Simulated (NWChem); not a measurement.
Species: chloromethane (CH3Cl); SMILES ClC

```xyz
5

C      0.0000     0.0000    -1.1109
Cl     0.0000     0.0000     0.6644
H      0.7330     0.7330    -1.4701
H      0.2683    -1.0013    -1.4701
H     -1.0013     0.2683    -1.4701
```
Atoms are numbered in this order, from 1.

Program: NWChem. Geometry optimised at PBE0/def2-SVP; all other runs use it. 

| quantity | level | value |
|---|---|---|
| solvation free energy (kcal/mol) in water | PBE0/def2-SVP, SMD | -0.4 |
| vertical, lowest excitation, singlet (eV) | CAM-B3LYP/def2-SVPD, TDA | 7.43 |
| vertical ionisation energy, ΔSCF (eV) | CAM-B3LYP/def2-SVP | … |
| isotropic polarisability (bohr³), static | CAM-B3LYP/def2-SVPD | … |
| dipole (D) | PBE0/def2-SVP | 1.87 |
| highest harmonic frequency (cm⁻¹) | PBE0/def2-SVP | … |

Task: Complete the blanks.

Result: 
- vertical ionisation energy, ΔSCF (eV), value: 11.23
- isotropic polarisability (bohr³), static, value: 29.1
- highest harmonic frequency (cm⁻¹), value: 3207
